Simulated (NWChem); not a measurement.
System: dichloromethane (CH2Cl2); SMILES ClCCl

The following NWChem deck was run.

```
start job
memory heap 200 mb stack 900 mb global 1100 mb
geometry units angstroms noautoz
  Cl     1.494325     0.000000     0.212013
  C      0.000000     0.000000    -0.763738
  Cl    -1.494325     0.000000     0.212013
  H      0.000000     0.909676    -1.390204
  H      0.000000    -0.909676    -1.390204
end
basis spherical
  Cl library 6-31+g*
  C library 6-31+g*
  H library 6-31+g*
end
dft
  xc hfexch
  iterations 150
end
tddft
  cis
  nroots 6
  notriplet
end
task tddft energy
```

All runs use the structure optimised with PBE-D3(BJ)/def2-SVP.

Vertical excitations in the gas phase.

What results follow from this input? (Hartree-Fock/6-31+G* (spherical d), CIS.) Quantities: basis functions; lowest excitation, singlet (eV); oscillator strength of that lowest state; orbital gap (eV).


```
Property                                  Value
----------------------------------------  -----
number of basis functions                    66
lowest excitation, singlet (eV)            7.90
oscillator strength of that lowest state  0.000
orbital gap (eV)                          14.28
```
